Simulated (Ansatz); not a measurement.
# C₂HS radical (SMILES [C]1=CS1): single points off equilibrium

The atoms stand at a frame of a short trajectory. How far do the functionals agree with CCSD(T) there?

Computed with Ansatz 0.2.0, Gaussian basis. Level: single points in def2-TZVPP.

Correlated methods freeze the cores. Orbitals are unrestricted.

## Step 1: Starting geometry

SMILES `[C]1=CS1`, 4 atoms, charge 0, spin multiplicity 2.

Atoms are counted from 1 here; the program's logs count them from 0.

Bond lengths: C1–C2 1.338 Å, C1–S3 2.001 Å, C2–S3 1.780 Å, C2–H4 1.091 Å. Angles: C2–C1–S3 60.7°, C1–C2–S3 78.4°, C1–C2–H4 150.9°, S3–C2–H4 130.6°, C1–S3–C2 40.9°.

As a file:

```
atom    x (Å)    y (Å)    z (Å)
  C1  -0.3528  -0.5690   1.0066
  C2  -0.3122   0.1701  -0.1077
  S3   1.3618  -0.4294  -0.0149
  H4  -0.7890   0.8371  -0.8271
```

## Step 2: PBE-D4/def2-TZVPP

File run/in.yaml:

```yaml
crystal:
  periodic: [false, false, false]
  atoms:
    - {symbol: C, position_ang: [-0.352753, -0.569016, 1.006647]}
    - {symbol: C, position_ang: [-0.312192, 0.170065, -0.107692]}
    - {symbol: S, position_ang: [1.361776, -0.429417, -0.014929]}
    - {symbol: H, position_ang: [-0.788952, 0.837120, -0.827098]}
basis:
  gaussian: {orbitals: def2-TZVPP}
magnetization: {spin_polarized: true, initial_magnetization: 1}
hamiltonian: {xc: pbe, dispersion: d4}
output: {forces: true}
```

Run with:

```console
$ ansatz run in.yaml --threads 2 --pin off --events-out ev --progress --plain --max-ram 3481MiB
```

## Step 3: r2SCAN-D4/def2-TZVPP

run/in.yaml: that of step 2 with these lines changed.

```diff
@@ -10,3 +10,3 @@
 magnetization: {spin_polarized: true, initial_magnetization: 1}
-hamiltonian: {xc: pbe, dispersion: d4}
+hamiltonian: {xc: r2scan, dispersion: d4}
 output: {forces: true}
```

## Step 4: PBE0-D4/def2-TZVPP

run/in.yaml: that of step 3 with these lines changed.

```diff
@@ -10,3 +10,3 @@
 magnetization: {spin_polarized: true, initial_magnetization: 1}
-hamiltonian: {xc: r2scan, dispersion: d4}
-output: {forces: true}
+hamiltonian: {xc: pbe0, dispersion: d4}
+output: {forces: true, orbitals: {seedname: orbitals}}
```

## Step 5: wB97M-V/def2-TZVPP

run/in.yaml: that of step 4 with these lines changed.

```diff
@@ -10,3 +10,3 @@
 magnetization: {spin_polarized: true, initial_magnetization: 1}
-hamiltonian: {xc: pbe0, dispersion: d4}
-output: {forces: true, orbitals: {seedname: orbitals}}
+hamiltonian: {xc: {name: wB97M-V}}
+output: {forces: true}
```

## Step 6: CCSD(T)/def2-TZVPP

run/in.yaml: that of step 5 with these lines changed.

```diff
@@ -10,3 +10,4 @@
 magnetization: {spin_polarized: true, initial_magnetization: 1}
-hamiltonian: {xc: {name: wB97M-V}}
+correlation: {method: ccsd_t}
+scf: {omitted_lower_state_checks: [cluster_reference]}
 output: {forces: true}
```

(Steps that only read results are left out.)

Q: Predict the outcome of this session. Wanted: energy less free atoms, CCSD(T)/def2-TZVPP; RMS force component; RMS force error; HOMO and LUMO, PBE0-D4; T1 diagnostic.

**Answer**, as computed:

| quantity | value |
| --- | --- |
| energy less free atoms, CCSD(T)/def2-TZVPP | -338.2 kcal/mol |
| RMS force component | 0.534 to 0.779 eV/Å over the methods |
| RMS force error | PBE-D4 0.125, r2SCAN-D4 0.229, PBE0-D4 0.376, wB97M-V 0.412 eV/Å |
| HOMO and LUMO, PBE0-D4 | -7.31 and -3.87 eV |
| T1 diagnostic | 0.022 |

Against CCSD(T) the functionals' energies less atoms differ by -38.9 to -16.9 kcal/mol, PBE-D4 by -38.9 kcal/mol. The reference is not at the basis limit: in triple zeta CCSD(T) underbinds, which counts against methods that bind more; the gaps are no ranking. On forces the order runs from PBE-D4 to wB97M-V. Frozen-core CCSD(T) forces in triple zeta carry basis errors of their own, and this is one geometry, so small gaps rank nothing.
